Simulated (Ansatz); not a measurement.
Reaction (SMILES): ClCl (Cl2) + [H][H] (H2) → 2 Cl (HCl)
B3LYP-D3(BJ)/def2-TZVP geometries, fixed; electronic energies without zero-point terms.

Effect of the final integration grid (spheres per factor e of radius in core and valence, angular degree) at PBE0/def2-TZVPP with Ansatz (a program for electronic structure), against the last row, where the energy of full hydrogenation is -45.97 kcal/mol. The default's grid is 13, 11, 36.

```csv
setting,largest shift of a total energy (mEh),shift of the energy of full hydrogenation (kcal/mol)
accuracy: medium (default),0.000,0.000
"final_grid: 4, 3, 11",-1.621,1.449
"final_grid: 6, 5, 17",-0.081,0.077
"final_grid: 8, 7, 23",-0.002,0.002
"final_grid: 10, 9, 29",0.000,0.000
"final_grid: 18, 15, 47",0.000,0.000
"final_grid: 26, 22, 59",0.000,0.000
```

Within 0.3 kcal/mol in the energy of full hydrogenation: accuracy: medium (default); final_grid: 6, 5, 17; final_grid: 8, 7, 23; final_grid: 10, 9, 29; final_grid: 18, 15, 47. The largest shift is 1.621 mEh in a total energy and 1.449 kcal/mol in the difference.
